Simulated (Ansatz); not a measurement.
# C5H4S, singlet: CASSCF and its corrections

Program: Ansatz, Gaussian basis, development build. Basis cc-pVTZ on C/H, cc-pV(T+d)Z on S, nonrelativistic, no frozen core. State-specific CASSCF; RHF is the lowest restricted (open-shell) Hartree–Fock solution met. No symmetry is imposed, so a solution can break that of the shape. No proof that the lowest CASSCF solution was found.

Geometry:

```tsv
atom	x (Å)	y (Å)	z (Å)
C	0.0000	0.0000	0.3508
C	0.0000	1.1837	-0.5299
C	0.0000	0.7413	-1.8086
C	0.0000	-0.7413	-1.8086
C	0.0000	-1.1837	-0.5299
S	0.0000	0.0000	1.9813
H	0.0000	2.2040	-0.1671
H	0.0000	1.3530	-2.7046
H	0.0000	-1.3530	-2.7046
H	0.0000	-2.2040	-0.1671
```

(1) What do CASSCF and its corrections give against RHF in CAS(6,6), and what are the occupations?

(2) Roughly how much CPU time does a whole run from the default start take (median of such runs, summed over threads; nearly all runs on one pinned thread of a shared server, mostly Xeon at 2.3 to 2.6 GHz, by a development driver)?

Results:

(1) CASSCF -2.258 eV, SC-NEVPT2 -30.687 eV; occupations 1.94, 1.89, 1.87, 0.17, 0.07, 0.07.

(2) CAS(6,6): about 55 s. Other jobs ran beside these, and the count of passes differs.
